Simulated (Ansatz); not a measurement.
**CHF₂ radical: single points with varied inputs**

How do the results and run time of CHF₂ radical respond when the settings are drawn wide?

Computed with Ansatz 0.2.0, Gaussian basis. Level: the settings change from run to run.

## Step 1: The geometry

The structure was relaxed beforehand with PBE0-D4 in a triple-zeta def2 set.

SMILES `F[CH]F`, 4 atoms, charge 0, spin multiplicity 2.

Atoms are counted from 1 here; the program's logs count them from 0.

Bond lengths: F1–C2 1.321 Å, C2–F3 1.321 Å, C2–H4 1.090 Å. Angles: F1–C2–F3 111.3°, F1–C2–H4 114.2°, F3–C2–H4 114.2°.

## Step 2: BHLYP/6-31G*

Set apart from the defaults: coordinates scaled by 0.96, density fitting with cc-pVTZ-jkfit, a point charge of 1.00 e beside it.

in.yaml

```yaml
crystal:
  periodic: [false, false, false]
  atoms:
    - {symbol: F, position_ang: [-1.159852, 0.254043, -0.136071]}
    - {symbol: C, position_ang: [0.037056, 0.060881, 0.234671]}
    - {symbol: F, position_ang: [0.415812, -1.120090, -0.028403]}
    - {symbol: H, position_ang: [0.706994, 0.805166, -0.070197]}
basis:
  gaussian: {orbitals: "6-31G*", fitting: {mean_field: cc-pVTZ-jkfit}, point_charges: [{charge: 1.00, position_ang: [5.074, -0.060, -0.668]}]}
magnetization: {spin_polarized: true, initial_magnetization: 1}
hamiltonian: {xc: {name: BHLYP}}
output: {forces: true}
```

Command:

```console
ansatz run in.yaml --threads 2 --pin off --events-out ev --progress --plain --max-ram 32768MiB --backend cpu
```

The log of the run:

```text
Functional definition: BHLYP
  name "BHLYP"
  cite "Becke, J. Chem. Phys. 98, 1372 (1993) doi:10.1063/1.464304"
  cite "Becke, Phys. Rev. A 38, 3098 (1988) doi:10.1103/PhysRevA.38.3098"
  cite "Lee, Yang & Parr, Phys. Rev. B 37, 785 (1988) doi:10.1103/PhysRevB.37.785"
  parameter a = 0.5
  exchange = (1 - a)*b88_x + a*exact_x
  correlation = lyp_c
267 factors; integrals over basis functions are off by at most 1.5e-1 eV
mean field evaluation 1: about -6481.0560 eV, gradient 1.6e1 eV
mean field evaluation 2: about -6481.3506 eV, gradient 1.3e1 eV
mean field evaluation 4: about -6481.8453 eV, gradient 3.4e-1 eV
mean field evaluation 8: about -6481.8465 eV, gradient 1.5e-2 eV
mean field -6481.84647283 eV, -238.2034643233 hartree, gradient 1.2e-5 eV, S^2 0.752491; 0 other end points of the search recorded, 0 dependent functions left out
the calculation of the forces begins
reference -6481.84654392 eV, -238.2034669356 hartree; 13, 12 occupied and 34, 35 virtual orbitals, 267 factors
Total energy: -6481.84654392 eV, -238.2034669356 hartree
Atom 0 at    -1.159852     0.254043    -0.136071 Å, force    -2.624366     0.627551    -0.688043 eV/Å
Atom 1 at     0.037056     0.060881     0.234671 Å, force     0.289687     1.305136     1.712387 eV/Å
Atom 2 at     0.415812    -1.120090    -0.028403 Å, force     1.295048    -3.083855    -0.592018 eV/Å
Atom 3 at     0.706994     0.805166    -0.070197 Å, force     1.018761     1.181551    -0.430764 eV/Å
Dipole moment:     0.097789     0.176725    -0.011392 e Å
```

It took 0.96 s on 2 threads, shared host.

Largest force 3.397 eV/Å, dipole 0.97 D, ⟨S²⟩ 0.752.

## Step 3: revPBE/def2-SVP

Set apart from the defaults: restricted open-shell orbitals, a grid of angular degree 47, D3(BJ) with three-body dispersion.

in.yaml

```yaml
crystal:
  periodic: [false, false, false]
  atoms:
    - {symbol: F, position_ang: [-1.208179, 0.264628, -0.141740]}
    - {symbol: C, position_ang: [0.038600, 0.063418, 0.244449]}
    - {symbol: F, position_ang: [0.433137, -1.166761, -0.029587]}
    - {symbol: H, position_ang: [0.736452, 0.838715, -0.073122]}
basis:
  gaussian: {orbitals: def2-SVP, final_grid: {core_spheres: 20, valence_spheres: 16, degree: 47}}
magnetization: {spin_polarized: false, initial_magnetization: 1}
hamiltonian: {xc: {name: revPBE}, dispersion: d3bjatm}
output: {forces: true}
```

Launched as before.

The log of the run, shortened:

```text
Functional definition: revPBE
  name "revPBE"
  cite "Zhang & Yang, Phys. Rev. Lett. 80, 890 (1998) doi:10.1103/PhysRevLett.80.890"
  cite "Perdew, Burke & Ernzerhof, Phys. Rev. Lett. 77, 3865 (1996) doi:10.1103/PhysRevLett.77.3865"
[...]
512 factors; their error is unknown
[...]
mean field -6477.80490506 eV, -238.0549394472 hartree, gradient 1.6e-5 eV, S^2 0.750000; 0 other end points of the search recorded, 0 dependent functions left out
[...]
reference -6477.80492467 eV, -238.0549401676 hartree; 13, 12 occupied and 34, 35 virtual orbitals, 512 factors
Total energy: -6477.88629783 eV, -238.0579305761 hartree
Atom 0 at    -1.208179     0.264628    -0.141740 Å, force    -0.848982     0.260283    -0.216127 eV/Å
Atom 1 at     0.038600     0.063418     0.244449 Å, force    -0.025254     0.014936     0.563361 eV/Å
Atom 2 at     0.433137    -1.166761    -0.029587 Å, force     0.386749    -0.817402    -0.131637 eV/Å
Atom 3 at     0.736452     0.838715    -0.073122 Å, force     0.487486     0.542183    -0.215597 eV/Å
Dipole moment:     0.151031     0.169593    -0.045862 e Å
```

It took 1.2 s on 2 threads, shared host.

Largest force 0.914 eV/Å, dipole 1.11 D.

## Step 4: wB97/pcseg-2

Options: atoms shaken by 0.08 Å, a grid of angular degree 11, finite nuclei, high accuracy.

in.yaml

```yaml
crystal:
  periodic: [false, false, false]
  atoms:
    - {symbol: F, position_ang: [-1.242640, 0.220860, -0.095017]}
    - {symbol: C, position_ang: [0.064743, 0.007319, 0.090012]}
    - {symbol: F, position_ang: [0.461143, -1.192767, 0.098115]}
    - {symbol: H, position_ang: [0.653669, 0.892986, -0.053851]}
basis:
  gaussian: {orbitals: pcseg-2, final_grid: {core_spheres: 5, valence_spheres: 4, degree: 11}, nuclear_model: gaussian}
magnetization: {spin_polarized: true, initial_magnetization: 1}
hamiltonian: {xc: {name: wB97}}
accuracy: high
output: {forces: true}
```

The command is unchanged.

The log of the run, shortened:

```text
Functional definition: wB97
  name "wB97"
  cite "Chai & Head-Gordon, J. Chem. Phys. 128, 084106 (2008) doi:10.1063/1.2834918"
  cite "Becke, J. Chem. Phys. 107, 8554 (1997) doi:10.1063/1.475007"
[...]
  # The coefficients of nought are those of the uniform gas.
[...]
      + integral(e_c_pw_opposite_spin*poly(b97_u_opposite, 1, cos1, cos2, cos3, cos4))
1780 factors; integrals over basis functions are off by at most 3.3e-9 eV
337 factors; integrals over basis functions are off by at most 1.5e-9 eV
[...]
mean field -6486.35197598 eV, -238.3690385098 hartree, gradient 7.9e-8 eV, S^2 0.754117; 0 other end points of the search recorded, 0 dependent functions left out
[...]
reference -6486.35197565 eV, -238.3690384980 hartree; 13, 12 occupied and 91, 92 virtual orbitals, 1780 factors
Total energy: -6486.35197565 eV, -238.3690384980 hartree
Atom 0 at    -1.242640     0.220860    -0.095017 Å, force    -0.123495    -0.596327    -0.245988 eV/Å
Atom 1 at     0.064743     0.007319     0.090012 Å, force    -1.408143     3.456680     1.052946 eV/Å
Atom 2 at     0.461143    -1.192767     0.098115 Å, force     0.832198    -2.593414    -0.429078 eV/Å
Atom 3 at     0.653669     0.892986    -0.053851 Å, force     0.699440    -0.266940    -0.377880 eV/Å
Dipole moment:     0.233744     0.160272    -0.040059 e Å
```

It took 4.4 s on 2 threads, shared host.

Largest force 3.878 eV/Å, dipole 1.37 D, ⟨S²⟩ 0.754.

## Step 5: B2GP-PLYP/x2c-TZVPPall

Options: atoms shaken by 0.03 Å.

in.yaml

```yaml
crystal:
  periodic: [false, false, false]
  atoms:
    - {symbol: F, position_ang: [-1.198156, 0.291253, -0.174326]}
    - {symbol: C, position_ang: [0.026058, 0.024080, 0.244483]}
    - {symbol: F, position_ang: [0.439649, -1.186645, -0.023417]}
    - {symbol: H, position_ang: [0.728465, 0.820522, -0.068192]}
basis:
  gaussian: {orbitals: x2c-TZVPPall}
magnetization: {spin_polarized: true, initial_magnetization: 1}
hamiltonian: {xc: {name: B2GP-PLYP}}
```

Launched as before.

The log of the run, shortened:

```text
Functional definition: B2GP-PLYP
  name "B2GP-PLYP"
  cite "Karton, Tarnopolsky, Lamère, Schatz & Martin, J. Phys. Chem. A 112, 12868 (2008) doi:10.1021/jp801805p"
  cite "Becke, Phys. Rev. A 38, 3098 (1988) doi:10.1103/PhysRevA.38.3098"
  cite "Lee, Yang & Parr, Phys. Rev. B 37, 785 (1988) doi:10.1103/PhysRevB.37.785"
[...]
701 factors; integrals over basis functions are off by at most 1.1e-3 eV
[...]
mean field -6481.05871980 eV, -238.1745149334 hartree, gradient 6.5e-6 eV, S^2 0.754175; 0 other end points of the search recorded, 0 dependent functions left out
3 core orbitals not correlated: weight in the atoms' cores, before any rotation towards them, 1.000 or more for the frozen orbitals, at most 0.000 for the correlated occupied ones
reference -6481.05879344 eV, -238.1745176395 hartree; 10, 9 occupied and 94, 95 virtual orbitals, 701 factors
second order -19.58272426 eV of doubles, -0.00000000 eV of singles
Total energy: -6488.10857417 eV, -238.4335923030 hartree
Relativity: scalar
```

Run time: 2.4 s. Hardware: 2 threads, shared host.

⟨S²⟩ 0.754.

## Step 6: r2SCAN50/def2-TZVP

Set apart from the defaults: D3(BJ) with three-body dispersion.

in.yaml

```yaml
crystal:
  periodic: [false, false, false]
  atoms:
    - {symbol: F, position_ang: [-1.208179, 0.264628, -0.141740]}
    - {symbol: C, position_ang: [0.038600, 0.063418, 0.244449]}
    - {symbol: F, position_ang: [0.433137, -1.166761, -0.029587]}
    - {symbol: H, position_ang: [0.736452, 0.838715, -0.073122]}
basis:
  gaussian: {orbitals: def2-TZVP}
magnetization: {spin_polarized: true, initial_magnetization: 1}
hamiltonian: {xc: {name: r2SCAN50}, dispersion: d3bjatm}
```

Same command.

The log of the run, shortened:

```text
Functional definition: r2SCAN50
  name "r2SCAN50"
  cite "Bursch, Neugebauer, Ehlert & Grimme, J. Chem. Phys. 156, 134105 (2022) doi:10.1063/5.0086040"
  cite "Furness, Kaplan, Ning, Perdew & Sun, J. Phys. Chem. Lett. 11, 8208 (2020) doi:10.1021/acs.jpclett.0c02405"
  cite "Furness, Kaplan, Ning, Perdew & Sun, J. Phys. Chem. Lett. 11, 9248 (2020) doi:10.1021/acs.jpclett.0c03077"
  parent r2scan
[...]
615 factors; their error is unknown
[...]
mean field -6483.43065403 eV, -238.2616819086 hartree, gradient 1.9e-5 eV, S^2 0.754350; 0 other end points of the search recorded, 0 dependent functions left out
reference -6483.43065817 eV, -238.2616820607 hartree; 13, 12 occupied and 86, 87 virtual orbitals, 615 factors
Total energy: -6483.43907261 eV, -238.2619912854 hartree
```

It took 2.4 s on 2 threads, shared host.

⟨S²⟩ 0.754.

## Step 7: BHLYP/def2-TZVPD

Set apart from the defaults: D3(BJ) dispersion.

in.yaml: that of step 6 with these lines changed.

```diff
@@ -8,4 +8,5 @@
 basis:
-  gaussian: {orbitals: def2-TZVP}
+  gaussian: {orbitals: def2-TZVPD}
 magnetization: {spin_polarized: true, initial_magnetization: 1}
-hamiltonian: {xc: {name: r2SCAN50}, dispersion: d3bjatm}
+hamiltonian: {xc: {name: BHLYP}, dispersion: d3bj}
+output: {forces: true}
```

The command is unchanged.

The log of the run, shortened:

```text
Functional definition: BHLYP
  name "BHLYP"
  cite "Becke, J. Chem. Phys. 98, 1372 (1993) doi:10.1063/1.464304"
  cite "Becke, Phys. Rev. A 38, 3098 (1988) doi:10.1103/PhysRevA.38.3098"
  cite "Lee, Yang & Parr, Phys. Rev. B 37, 785 (1988) doi:10.1103/PhysRevB.37.785"
[...]
718 factors; their error is unknown
[...]
mean field -6485.28136653 eV, -238.3296943385 hartree, gradient 8.3e-5 eV, S^2 0.753367; 0 other end points of the search recorded, 0 dependent functions left out
[...]
reference -6485.28151207 eV, -238.3296996870 hartree; 13, 12 occupied and 113, 114 virtual orbitals, 718 factors
Total energy: -6485.31753276 eV, -238.3310234229 hartree
Atom 0 at    -1.208179     0.264628    -0.141740 Å, force     0.389052    -0.110239     0.106036 eV/Å
Atom 1 at     0.038600     0.063418     0.244449 Å, force     0.023634     0.004365    -0.286970 eV/Å
Atom 2 at     0.433137    -1.166761    -0.029587 Å, force    -0.168958     0.376377     0.067955 eV/Å
Atom 3 at     0.736452     0.838715    -0.073122 Å, force    -0.243728    -0.270503     0.112980 eV/Å
Dipole moment:     0.202800     0.231744    -0.010261 e Å
```

Wall time 2.8 s (2 threads, shared host).

Largest force 0.418 eV/Å, dipole 1.48 D, ⟨S²⟩ 0.753.

## Step 8: r2SCAN0/x2c-TZVPPall

Set apart from the defaults: multiplicity 4, atoms shaken by 0.03 Å, density fitting with cc-pVTZ-jkfit, D3(BJ) with three-body dispersion, high accuracy.

in.yaml

```yaml
crystal:
  periodic: [false, false, false]
  atoms:
    - {symbol: F, position_ang: [-1.214589, 0.249735, -0.146069]}
    - {symbol: C, position_ang: [0.038204, 0.066378, 0.268661]}
    - {symbol: F, position_ang: [0.483803, -1.151837, -0.046174]}
    - {symbol: H, position_ang: [0.725584, 0.799761, -0.130863]}
basis:
  gaussian: {orbitals: x2c-TZVPPall, fitting: {mean_field: cc-pVTZ-jkfit}}
magnetization: {spin_polarized: true, initial_magnetization: 3}
hamiltonian: {xc: {name: r2SCAN0}, dispersion: d3bjatm}
accuracy: high
output: {forces: true}
```

Same command.

The log of the run, shortened:

```text
Functional definition: r2SCAN0
  name "r2SCAN0"
  cite "Bursch, Neugebauer, Ehlert & Grimme, J. Chem. Phys. 156, 134105 (2022) doi:10.1063/5.0086040"
  cite "Furness, Kaplan, Ning, Perdew & Sun, J. Phys. Chem. Lett. 11, 8208 (2020) doi:10.1021/acs.jpclett.0c02405"
  cite "Furness, Kaplan, Ning, Perdew & Sun, J. Phys. Chem. Lett. 11, 9248 (2020) doi:10.1021/acs.jpclett.0c03077"
  parent r2scan
[...]
267 factors; integrals over basis functions are off by at most 8.4e-1 eV
[...]
mean field -6477.68393290 eV, -238.0504938021 hartree, gradient 2.4e-8 eV, S^2 3.759666; 4 other end points of the search recorded, 0 dependent functions left out
[...]
reference -6477.68393394 eV, -238.0504938403 hartree; 14, 11 occupied and 93, 96 virtual orbitals, 267 factors
Total energy: -6477.69161514 eV, -238.0507761195 hartree
Relativity: scalar
Atom 0 at    -1.214589     0.249735    -0.146069 Å, force     0.160707     0.415186    -0.190178 eV/Å
Atom 1 at     0.038204     0.066378     0.268661 Å, force    -7.953337    -7.103949     5.215691 eV/Å
Atom 2 at     0.483803    -1.151837    -0.046174 Å, force     1.084984     1.863605    -0.529726 eV/Å
Atom 3 at     0.725584     0.799761    -0.130863 Å, force     6.707646     4.825158    -4.495787 eV/Å
Dipole moment:    -0.566571    -0.384379     0.189311 e Å
```

It took 12 s on 2 threads, shared host.

Largest force 11.871 eV/Å, dipole 3.41 D, ⟨S²⟩ 3.760.

## Step 9: BHLYP/def2-mTZVPP

Options: multiplicity 4, density fitting with cc-pVTZ-jkfit, D4 dispersion, the search for lower states set to full.

in.yaml

```yaml
crystal:
  periodic: [false, false, false]
  atoms:
    - {symbol: F, position_ang: [-1.208179, 0.264628, -0.141740]}
    - {symbol: C, position_ang: [0.038600, 0.063418, 0.244449]}
    - {symbol: F, position_ang: [0.433137, -1.166761, -0.029587]}
    - {symbol: H, position_ang: [0.736452, 0.838715, -0.073122]}
basis:
  gaussian: {orbitals: def2-mTZVPP, fitting: {mean_field: cc-pVTZ-jkfit}}
magnetization: {spin_polarized: true, initial_magnetization: 3}
hamiltonian: {xc: {name: BHLYP}, dispersion: d4}
scf: {lower_state_search: full}
output: {forces: true}
```

Launched as before.

The log of the run, shortened:

```text
Functional definition: BHLYP
  name "BHLYP"
  cite "Becke, J. Chem. Phys. 98, 1372 (1993) doi:10.1063/1.464304"
  cite "Becke, Phys. Rev. A 38, 3098 (1988) doi:10.1103/PhysRevA.38.3098"
  cite "Lee, Yang & Parr, Phys. Rev. B 37, 785 (1988) doi:10.1103/PhysRevB.37.785"
[...]
267 factors; integrals over basis functions are off by at most 2.6e-1 eV
[...]
mean field -6472.52182607 eV, -237.8607898752 hartree, gradient 3.1e-6 eV, S^2 3.758091; 16 other end points of the search recorded, 0 dependent functions left out
[...]
reference -6472.52194372 eV, -237.8607941988 hartree; 14, 11 occupied and 58, 61 virtual orbitals, 267 factors
Total energy: -6472.55074967 eV, -237.8618527979 hartree
Atom 0 at    -1.208179     0.264628    -0.141740 Å, force    -0.591914     0.190497    -0.215070 eV/Å
Atom 1 at     0.038600     0.063418     0.244449 Å, force    -3.556715    11.514806     3.082741 eV/Å
Atom 2 at     0.433137    -1.166761    -0.029587 Å, force     3.805216   -12.766029    -2.669939 eV/Å
Atom 3 at     0.736452     0.838715    -0.073122 Å, force     0.343413     1.060726    -0.197732 eV/Å
Dipole moment:     0.146693     0.041972    -0.080341 e Å
```

It took 8.5 s on 2 threads, shared host.

Largest force 13.586 eV/Å, dipole 0.83 D, ⟨S²⟩ 3.758.

## Step 10: B97/aug-cc-pVDZ

Set apart from the defaults: restricted open-shell orbitals, atoms shaken by 0.03 Å, density fitting with cc-pVTZ-jkfit.

in.yaml

```yaml
crystal:
  periodic: [false, false, false]
  atoms:
    - {symbol: F, position_ang: [-1.202945, 0.356064, -0.136015]}
    - {symbol: C, position_ang: [0.009761, 0.098185, 0.255958]}
    - {symbol: F, position_ang: [0.435114, -1.130880, -0.004629]}
    - {symbol: H, position_ang: [0.737951, 0.777339, -0.060987]}
basis:
  gaussian: {orbitals: aug-cc-pVDZ, fitting: {mean_field: cc-pVTZ-jkfit}}
magnetization: {spin_polarized: false, initial_magnetization: 1}
hamiltonian: {xc: {name: B97}}
output: {forces: true}
```

Same command.

The log of the run, shortened:

```text
Functional definition: B97
  name "B97"
  cite "Becke, J. Chem. Phys. 107, 8554 (1997) doi:10.1063/1.475007"
[...]
      + integral(e_c_pw_opposite_spin*poly(b97_u_opposite, cos0, cos1, cos2))
267 factors; integrals over basis functions are off by at most 4.0e-1 eV
[...]
mean field -6483.50735469 eV, -238.2645006057 hartree, gradient 8.2e-6 eV, S^2 0.750000; 0 other end points of the search recorded, 0 dependent functions left out
[...]
reference -6483.50740193 eV, -238.2645023418 hartree; 13, 12 occupied and 65, 66 virtual orbitals, 267 factors
Total energy: -6483.50740193 eV, -238.2645023418 hartree
Atom 0 at    -1.202945     0.356064    -0.136015 Å, force    -1.519518    -0.033829    -0.571045 eV/Å
Atom 1 at     0.009761     0.098185     0.255958 Å, force     0.566293    -0.652563     1.213196 eV/Å
Atom 2 at     0.435114    -1.130880    -0.004629 Å, force    -0.321326    -1.082584    -0.166689 eV/Å
Atom 3 at     0.737951     0.777339    -0.060987 Å, force     1.274551     1.768976    -0.475462 eV/Å
Dipole moment:     0.149066     0.196630    -0.041126 e Å
```

Run time: 2.9 s. Hardware: 2 threads, shared host.

Largest force 2.232 eV/Å, dipole 1.20 D.

## Step 11: The runs in one table

```tsv
level	charge	multiplicity	geometry	functions	energy (eV)	time
BHLYP/6-31G*	0	2	scaled, point charge	47	-6481.847	0.96 s
revPBE/def2-SVP	0	2	relaxed	47	-6477.886	1.2 s
wB97/pcseg-2	0	2	shaken	104	-6486.352	4.4 s
B2GP-PLYP/x2c-TZVPPall	0	2	shaken	107	-6488.109	2.4 s
r2SCAN50/def2-TZVP	0	2	relaxed	99	-6483.439	2.4 s
BHLYP/def2-TZVPD	0	2	relaxed	126	-6485.318	2.8 s
r2SCAN0/x2c-TZVPPall	0	4	shaken	107	-6477.692	12 s
BHLYP/def2-mTZVPP	0	4	relaxed	72	-6472.551	8.5 s
B97/aug-cc-pVDZ	0	2	shaken	78	-6483.507	2.9 s
```

## Step 12: Results

```
                                         quantity                       value
                                             runs                           9
                                         quickest        BHLYP/6-31G*, 0.96 s
                                          slowest  r2SCAN0/x2c-TZVPPall, 12 s
spread of total energies, same state and geometry                      7.4 eV
                  dipole, same state and geometry              1.11 to 1.48 D
```

In words: Run time spans a factor of 12, from BHLYP/6-31G* to r2SCAN0/x2c-TZVPPall. The jobs differ in tasks and options as well as level. The totals spread over 7 eV; they can't be compared across methods or bases. At the PBE0-D4/def2-TZVP geometry and in the same state, runs without warnings or point charges leave forces up to 0.91 eV/Å (revPBE/def2-SVP), against 3.9 eV/Å where the atoms were moved.
